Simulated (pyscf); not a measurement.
Single points on ωB97X-D3(BJ)/def2-SVPD structures (PySCF, gas phase). Correlated levels are frozen-core, on RHF or UHF. ΔMP2 is the change of the MP2 total energy from the triple- to the quadruple-zeta basis.

### Question
Estimate by transition-state theory the rate constant of H₃C–OH + C⁻≡CH -> H₂C=O + HC⁻=CH₂ (singlet surface; C–H, H–O broken, C–H, C–H formed) at 600 K, with CCSD(T)/def2-TZVPPD + ΔMP2(QZVPPD) energies (ideal gas, 1 atm, RRHO with modes under 100 cm⁻¹ raised to 100, one conformer, R ln 2 for rigid chiral ones; no tunnelling).

### Answer
The electronic barrier is 16.1 kcal/mol and the thermal terms add +16.6, so ΔG‡ = 32.7 kcal/mol. With k_BT/h = 1.25e+13 s⁻¹ and RT = 1.192 kcal/mol, and a volume of 8.18e-20 cm³ per molecule at 1 atm, k = 1.2e-18 cm³ molecule⁻¹ s⁻¹. Wigner's tunnelling factor for 972i cm⁻¹ would be 1.23. A shift of 1 kcal/mol in the barrier changes k by a factor 2.3. On the reactant side the descent ends in a bound adduct, 21.0 kcal/mol under the separated species and 37.2 kcal/mol under the saddle at ωB97X-D3(BJ)/def2-TZVPD. On the product side the descent ends in a bound adduct, 12.6 kcal/mol under the separated species and 18.4 kcal/mol under the saddle at ωB97X-D3(BJ)/def2-TZVPD. One saddle was located; it need not be the lowest between these sides. The CCSD(T) − MP2 part came from Ansatz, without density fitting, on the same reference.
